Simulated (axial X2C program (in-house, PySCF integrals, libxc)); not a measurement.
**O₂⁻ along the bond: HF, with spin–orbit coupling**

All values were computed with an in-house all-electron X2C program for linear molecules (integrals from PySCF). Two-component (2c) means X2C with spin–orbit coupling and atomic mean-field two-electron Coulomb and Gaunt terms. Basis: O dyall-av3z [7s6p3d2f] (cores contracted in-house); Gaussian nuclei, density fitting, unrestricted open shells. Masses: O 15.995 u.

State: Ω = 3/2 (⟨Sz⟩ = 0.50, ⟨Lz⟩ = 1.00 at HF).

Results along the bond:

```csv
R (Å),HOMO (eV),LUMO (eV)
1.154,-0.15,6.18
1.207,-0.78,6.18
1.246,-1.21,6.18
1.286,-1.62,6.18
1.326,-2.00,6.17
1.372,-2.42,6.17
1.419,-2.80,6.16
1.478,-2.96,6.14
1.551,-2.58,6.11
1.657,-2.13,6.05
```

The state is one determinant whose occupation by symmetry is held fixed; it was picked as the lowest of a PBE0 search that is not exhaustive. The LUMO of an anion is an unbound level whose energy the basis sets.
